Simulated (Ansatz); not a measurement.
## GaC⁺, singlet: reading a ladder of total energies

Geometry: a point of a stretch scan, not a stationary point.

```xyz
2

C     0.0000    0.0000    0.0000
Ga    0.0000    0.0000    3.7010
```

Basis cc-pVDZ; Ansatz 0.2.0. Only valence electrons are correlated (noble-gas cores and the filled d shells of p-block atoms frozen), which leaves 6 electrons in 26 orbitals. Prefix R: restricted or restricted open-shell reference. No spin–orbit coupling is included, and no scalar relativity.

Full CI is exact within this basis and frozen core; it isn't the basis-set limit.

RHF is unstable: UHF (⟨S²⟩ = 1.01) lies 1.55 eV below the lowest RHF solution. Higher spins weren't run at this geometry and may lie near or lower.

RCCSD has a T1 diagnostic of 0.009 and a largest doubles amplitude of 0.23.

Runs differ by some tens of microhartree through their thresholds, so steps under 0.03 kcal/mol mean nothing.

| level | total energy (hartree) |
| --- | --- |
| RHF | -1960.599108 |
| RMP2 | -1960.690598 |
| RCCSD | -1960.736699 |
| RCCSD(T) | -1960.739601 |
| RCCSDT | -1960.740464 |
| RCCSDT(Q) | -1960.741453 |
| RCCSDTQ | -1960.742522 |
| full CI | -1960.742538 |

What is the correlation energy at full CI, and what share of it do RMP2 and RCCSDT recover?

E(corr) = -1960.742538 − (-1960.599108) = -0.143430 hartree = -3.903 eV. RMP2: -0.091490 / -0.143430 = 63.79 %. RCCSDT: -0.141356 / -0.143430 = 98.55 %.

By how many kcal/mol does RCCSD(T) miss full CI (1 hartree = 627.509 kcal/mol), and which steps make up the rest?

-1960.739601 − (-1960.742538) = 0.002937 hartree = 1.84 kcal/mol. Steps: RCCSDT − RCCSD(T) = -0.54, RCCSDT(Q) − RCCSDT = -0.62, RCCSDTQ − RCCSDT(Q) = -0.67, full CI − RCCSDTQ = -0.01 kcal/mol. With more than one leading determinant such errors change with state and geometry, and needn't cancel in differences.
